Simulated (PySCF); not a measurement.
Molecule: `NO`, H3NO.

Mapped SMILES: `[NH2:1][OH:2]`. Hydrogens are named by the atom that carries them.

Spin–spin couplings on one PBE0-D3(BJ)/def2-SVP geometry, PySCF 2.14.0 with density-fitted response routines, gas phase, non-relativistic, equivalent pairs averaged; isotopes 17O, 1H, 15N; basis pcJ-1.

Question: How do the couplings (Hz) change with the functional? Times are CPU seconds on shared hosts with different chips, so compare them loosely; the GGAs took longer than the global hybrids here, which isn't the general rule, and the cause wasn't traced.

Answer: 
```tsv
functional	functions	1J(O2,H(O2))	1J(N1,H(N1))	2J(H(N1),H(N1))	2J(O2,H(N1))	2J(N1,H(O2))	3J(H(N1),H(O2))	core-s
HF	84	-101.8	-81.7	-28.9	-8.1	-2.5	5.1	0.8
LDA	84	-51.2	-48.7	-5.7	-7.6	-4.9	2.9	1.6
PBE	84	-51.1	-54.0	-7.5	-8.7	-5.4	4.2	2.3
KT2	84	-47.0	-54.6	-13.2	-10.0	-7.0	5.7	2.5
B3LYP	84	-63.5	-61.5	-10.4	-9.1	-5.2	4.1	2
PBE0	84	-61.0	-58.2	-10.6	-8.7	-4.9	3.9	2
B97-2	84	-61.7	-56.5	-10.1	-8.3	-4.8	3.6	2
BHandHLYP	84	-77.7	-69.0	-15.0	-9.2	-4.5	4.1	2.2
CAM-B3LYP	84	-65.4	-61.8	-11.0	-8.9	-4.9	3.9	2.5
```
